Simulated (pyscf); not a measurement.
O=CH–OH (SMILES O=CO) + SiH₄ (SMILES [SiH4]) → O=CH–O–SiH₃ (SMILES O=CO[SiH3]) + H₂ (SMILES [H][H]) (four-centre exchange; singlet surface; H–O, H–Si broken, O–Si, H–H formed). Structures and frequencies: ωB97X-D3(BJ)/def2-SVP in PySCF. Energies in kJ/mol from the separated reactants.

| level | barrier | reaction energy |
|---|---|---|
| ωB97X-D3(BJ)/def2-TZVP | 196.4 | -59.9 |
| r²SCAN/def2-TZVP | 182.0 | -58.2 |
| B3LYP-D3(BJ)/def2-TZVP | 192.2 | -57.7 |
| PBE0-D3(BJ)/def2-TZVP | [?] | -48.9 |
| M06-2X/def2-TZVP | 196.8 | -69.3 |
| HF/def2-TZVP | [?] | [?] |

What belongs in the gaps?


- PBE0-D3(BJ)/def2-TZVP, barrier: 185.9
- HF/def2-TZVP, barrier: 274.3
- HF/def2-TZVP, reaction energy: -47.9

The functionals in the table span 14.8 kJ/mol in this barrier, from r²SCAN to M06-2X. The same reactants have a lower exit, to HO–CH₂–O–SiH₃ (barrier +167.9 kJ/mol at ωB97M-D3(BJ)/def2-TZVP, against +195.4 kJ/mol here). One saddle was located; it need not be the lowest between these sides.
